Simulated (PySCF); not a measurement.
Computed with PySCF, PBE0, basis N def2-TZVP, H def2-TZVP (no relativity, density fitting).

Each entry is the lowest minimum that a search over a few typed start shapes (and spin states, where more than one is plausible) found, or that minimum re-optimised at the stated level; isomers with ligand–ligand bonds, or fragments after loss of a ligand pair, can lie lower. Open shells are unrestricted.

NH₃ is a singlet of C3v symmetry with N–H 1.013 Å (×3); H–N–H 107.1° (×3). Its wavenumbers are 1031, 1670 (×2), 3503, 3633 (×2) cm⁻¹.

Task: What changes when one electron is removed, giving NH₃⁺?

Result: It costs 10.01 eV between the minima (9.96 eV with zero-point energy). NH₃⁺ is a doublet of D3h symmetry with N–H 1.024 Å (×3); H–N–H 120.0° (×3); wavenumbers 869, 1531 (×2), 3371, 3547 (×2) cm⁻¹.
